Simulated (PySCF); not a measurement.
Two species compared at the same levels of theory.

First species: 2-chloro-3-buten-1-ol, C4H7ClO.
SMILES: `C=C[C@H](Cl)CO`

Second species: 4-chlorobutanal, C₄H₇ClO.
SMILES: `O=CCCCCl`

Levels: B3LYP/def2-SVPD for dipole moment, HOMO energy, LUMO energy, HOMO–LUMO gap, static isotropic polarisability and electronic spatial extent ⟨r²⟩ about the centre of nuclear charge; TDDFT B3LYP/def2-SVPD for lowest singlet excitation; TDA B3LYP/def2-SVPD for lowest triplet excitation (Tamm–Dancoff); GFN2-xTB for rotational constant A and rotational constant C. Geometries: GFN2-xTB. All species are isolated and taken at one optimised geometry, non-relativistic unless stated. Electronic properties by PySCF.

Dipoles, sizes and rotational constants follow the conformer. The torsions of the flexible species, by atom-mapped SMILES:
- `[CH2:1]=[CH:2][C@H:3]([Cl:4])[CH2:5][OH:6]`: C1–C2–C3–Cl4 -109°, C2–C3–C5–O6 57°, H–O6–C5–C3 54°
- `[O:1]=[CH:2][CH2:3][CH2:4][CH2:5][Cl:6]`: O1–C2–C3–C4 2°, C2–C3–C4–C5 71°, C3–C4–C5–Cl6 64°

Values for the first species:

```
Dipole moment                                                     : 1.67 D
HOMO energy                                                       : -7.71 eV
LUMO energy                                                       : -0.87 eV
HOMO–LUMO gap                                                     : 6.84 eV
Lowest singlet excitation                                         : 6.12 eV
Lowest triplet excitation (Tamm–Dancoff)                          : 4.37 eV
Static isotropic polarisability                                   : 70.0 au
Electronic spatial extent ⟨r²⟩ about the centre of nuclear charge : 780 bohr²
Rotational constant A                                             : 3.194 GHz
Rotational constant C                                             : 1.602 GHz
```

Q: Estimate the same properties for the second species, and the change in each.

A: 
```tsv
property	first	second	second less first
dipole moment	1.67 D	2.14 D	+0.47 D
HOMO energy	-7.71 eV	-7.49 eV	+0.22 eV
LUMO energy	-0.87 eV	-1.23 eV	-0.36 eV
HOMO–LUMO gap	6.84 eV	6.26 eV	-0.58 eV
lowest singlet excitation	6.12 eV	4.37 eV	-1.75 eV
lowest triplet excitation (Tamm–Dancoff)	4.37 eV	3.78 eV	-0.59 eV
static isotropic polarisability	70.0 au	65.5 au	-4.5 au
electronic spatial extent ⟨r²⟩ about the centre of nuclear charge	780 bohr²	854 bohr²	+74 bohr²
rotational constant A	3.194 GHz	5.639 GHz	+2.445 GHz
rotational constant C	1.602 GHz	1.446 GHz	-0.156 GHz
```

On the first: The vertical singlet–triplet gap S1 − T1 is 1.75 eV (TDDFT singlet less Tamm–Dancoff triplet; S1: HOMO−1→LUMO, weight 0.74; T1: HOMO→LUMO, weight 0.77). The 8 singlets span 6.12 to 7.58 eV, and their oscillator strengths add up to 0.37.

On the second: A dipole of 2.14 D is allowed in C1, and pure rotational transitions are dipole-allowed. No computed singlet falls in the visible range (750 to 380 nm, 1.65 to 3.26 eV); S1 lies 1.11 eV above its blue end.
